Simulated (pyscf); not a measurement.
Optimised with ωB97X-D3(BJ)/def2-SVP in PySCF.

### Question
What is the homolytic dissociation enthalpy (298 K, ωB97M-D3(BJ)/def2-TZVP) of the C–H bond of H₃C–CH(F)–CH₂–F, to H₃C–CH(F)–CH•–F + H•?

### Answer
C–H to H₃C–CH(F)–CH•–F + H•: 4.27 eV. The 7 functionals that were run give +4.03 (r²SCAN) to +4.27 eV (ωB97M-D3(BJ)). H₃C–CH(F)–CH•–F lies 0.35 eV over its isomer •H₂C–C(CH₃)(F)–F, and others may lie lower still (electronic energy, ωB97M-D3(BJ)).
